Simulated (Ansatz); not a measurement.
Worked example: correlation energy of Hf–SiH₂⁺, doublet

Geometry: that of the Hf–SiH2⁺, quartet, kept fixed.

```csv
atom,x (Å),y (Å),z (Å)
Hf,0.0000,0.0000,0.3827
Si,0.0000,0.0000,-2.2139
H,0.0000,1.2339,-3.0401
H,0.0000,-1.2339,-3.0401
```

Basis def2-SVP with its core potentials; Ansatz 0.2.0. Only valence electrons are correlated (noble-gas cores frozen), which leaves 9 electrons in 51 orbitals. Prefix R: restricted or restricted open-shell reference; prefix U: unrestricted. No spin–orbit coupling is included; scalar relativity enters through the core potentials alone. The metal's outer-core shells are frozen, which leaves out core–valence correlation.

Full CI isn't at hand for all of this; UCCSDT(Q) serves as the reference, and is uncertain by about the last step of the cluster series.

Unrestricted rows (U) aren't spin-pure: their determinants' ⟨S²⟩ exceeds S(S+1) by up to 0.92, so they mix in states of higher spin.

The cluster runs stand on a determinant 0.06 eV above the lowest UHF solution, chosen by trial CCSD; the correlation energy below is counted from it.

Runs differ by some tens of microhartree through their thresholds and, for an open shell, their frozen cores, so steps under 0.03 kcal/mol mean nothing.

| level | total energy (hartree) |
| --- | --- |
| UHF determinant under the cluster runs | -337.120486 |
| UMP2 | -337.239878 |
| UCCSD | -337.273622 |
| UCCSD(T) | -337.279905 |
| UCCSDT | -337.282003 |
| UCCSDT(Q) | -337.282462 |

What is the correlation energy at UCCSDT(Q), and what share of it do UMP2 and UCCSD(T) recover?

E(corr) = -337.282462 − (-337.120486) = -0.161976 hartree = -4.408 eV. UMP2: -0.119392 / -0.161976 = 73.71 %. UCCSD(T): -0.159419 / -0.161976 = 98.42 %.

By how many kcal/mol does UCCSD(T) miss UCCSDT(Q) (1 hartree = 627.509 kcal/mol), and which steps make up the rest?

-337.279905 − (-337.282462) = 0.002557 hartree = 1.60 kcal/mol. Steps: UCCSDT − UCCSD(T) = -1.32, UCCSDT(Q) − UCCSDT = -0.29 kcal/mol. With more than one leading determinant such errors change with state and geometry, and needn't cancel in differences.
